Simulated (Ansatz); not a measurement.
Relaxation of BH3O2 (6 atoms, charge 0, multiplicity 1), to a largest force component of 0.03 eV/Å in at most 50 steps.

Theory: Ansatz, RKS B3LYP-D4/6-31G*.

```xyz
6
Properties=species:S:1:pos:R:3:forces:R:3
B 0.337 -0.062 0.002 0.03 -0.01 0.72
O 0.480 -0.124 1.380 -0.04 0.04 -0.76
H -0.333 -0.349 1.857 0.00 0.00 -0.01
H 1.301 0.218 -0.640 -0.01 -0.01 0.05
O -0.823 -0.290 -0.681 0.00 -0.02 -0.01
H -1.585 -0.521 -0.128 0.02 0.01 0.01
```

Problem. Where does it end, and by what steps?

Solution. The run converged. After 2 steps the energy has fallen by 0.008 eV; O2 moved furthest, 0.01 Å.

```csv
step,energy less start (eV),largest force component (eV/Å),accepted
0,0.0000,0.756,yes
1,-0.0065,0.346,yes
2,-0.0081,0.009,yes
```

```xyz
6
Properties=species:S:1:pos:R:3
B 0.335 -0.061 0.009
O 0.478 -0.121 1.367
H -0.331 -0.351 1.849
H 1.302 0.217 -0.631
O -0.823 -0.294 -0.679
H -1.585 -0.518 -0.124
```

Whether the end is a true minimum wasn't checked by a vibrational analysis.

Time of the run: 4.2 s on 1 thread of Arm Neoverse V2, with other jobs on the host, peak memory 0.1 GiB.
